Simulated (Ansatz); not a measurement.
**Forces away from equilibrium**

CH5FSi (SMILES FC[SiH3]), singlet, displaced at random from a GFN2-xTB minimum.

F1  (-0.694, -0.457, -1.663)
C2  (-0.515, 0.418, -0.662)
Si3  (0.483, -0.384, 0.689)
H4  (-1.499, 0.780, -0.352)
H5  (0.071, 1.261, -1.137)
H6  (0.686, 0.696, 1.699)
H7  (1.757, -0.852, 0.210)
H8  (-0.267, -1.467, 1.204)
(Å)

Computed with Ansatz 0.2.0 (basis: def2-TZVPP); correlated methods freeze the cores.

CCSD(T) forces from the calculation:
```tsv
atom	Fx	Fy	Fz (eV/Å)
F1	-0.580	-1.977	-1.926
C2	0.821	2.265	-0.010
Si3	0.171	1.380	0.548
H4	0.158	0.202	0.201
H5	-0.639	-0.332	0.847
H6	0.040	-0.254	0.048
H7	0.685	-0.221	-0.341
H8	-0.656	-1.062	0.633
```

Problem. Which atom feels the largest CCSD(T) force, and how large is it?

Solution. F1, 2.82 eV/Å, along (-0.21, -0.70, -0.68).

Root-mean-square difference of the force components from those of CCSD(T): PBE0-D4 0.122; wB97M-V 0.048; r2SCAN-D4 0.060; PBE-D4 0.148; SPW92 0.281; wB97X-V 0.049 eV/Å.

The T1 diagnostic stays at or below 0.011. These are differences at one structure, and CCSD(T) in triple zeta is itself an approximation.

For scale, one of the runs: CCSD(T)/def2-TZVPP forces, 174 basis functions (an equivalent command: `ansatz run in.yaml --threads 4`). Hardware: 4 CPU threads, shared host. Wall time 83 s; peak host memory 3 GiB.
